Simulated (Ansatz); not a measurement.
**Strength of the C–O bond: CH4O → CH3 + OH**

Species: CH4O `CO`, singlet; CH3 (methyl radical) `[CH3]`, doublet; OH, doublet. 

Shapes, held fixed at every level: PBE0-D4/def2-TZVP. Programs: Ansatz 0.2.0. The zero-point and thermal change to 298 K, harmonic and unscaled (PBE0-D4/def2-TZVP), is -26.4 kJ/mol.

Question: Estimate ΔH(298 K) of this reaction.

Answer: The highest level, CCSD(T)/CBS estimate, gives ΔH(298 K) = +386.4 kJ/mol; the levels span +216.8 to +386.4. The column of differences is taken from that level and isn't an error. Hartree–Fock misses the correlation of the pair that is broken and comes out low. No measured value is set beside it here. Open shells run unrestricted unless RO is named. The CBS estimate extrapolates MP2 from def2-TZVPP and def2-QZVPP and adds CCSD(T) − MP2 in the triple-zeta set, cores frozen.

| level | kind | ΔH(298 K) (kJ/mol) | less CCSD(T)/CBS estimate |
| --- | --- | --- | --- |
| HF/def2-TZVPP | Hartree–Fock | +216.8 | -169.6 |
| BHLYP-D4/def2-TZVPP | global hybrid | +342.7 | -43.7 |
| r2SCAN0-D4/def2-TZVPP | global hybrid | +346.4 | -40.0 |
| wB97X-V/def2-TZVPP | range-separated hybrid | +385.6 | -0.8 |
| B2PLYP/def2-TZVPP | double hybrid | +372.4 | -14.0 |
| CCSD/def2-SVP | coupled cluster or CI | +357.6 | -28.8 |
| CCSD/def2-TZVPP | coupled cluster or CI | +360.2 | -26.2 |
| CCSD(T)/CBS estimate | coupled cluster or CI | +386.4 | 0.0 |
